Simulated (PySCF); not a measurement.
Structure with atom numbers: `[CH3:1][O:2][C:3]([F:4])([F:5])[F:6]`. Each H is labelled by its parent atom.

Geometry: PBE0-D3(BJ)/def2-SVP; GIAO absolute shieldings from PySCF 2.14.0 with density-fitted response routines, gas phase, non-relativistic, averaged over equivalent atoms.

At PBE0/pcSseg-1 (117 basis functions, 8.2 s wall time on 1 thread of an Arm Neoverse V2, shared host):
```tsv
atoms	σ (ppm)
C3	56.3
C1	132.0
O2	245.4
F4/F5/F6	257.5
H(C1)	27.62
```

Task: Predict the values at CAM-B3LYP/pcSseg-2 on the same geometry.

Result: 
| atoms | σ at CAM-B3LYP/pcSseg-2 | change |
| --- | --- | --- |
| C3 | 47.7 | -8.6 |
| C1 | 128.4 | -3.6 |
| O2 | 240.1 | -5.3 |
| F4/F5/F6 | 252.6 | -4.9 |
| H(C1) | 27.66 | +0.04 |

The largest change is at C3 (CF3 carbon). Cost: 258 basis functions, 26 s wall time on 1 thread of an Arm Neoverse V2, shared host.
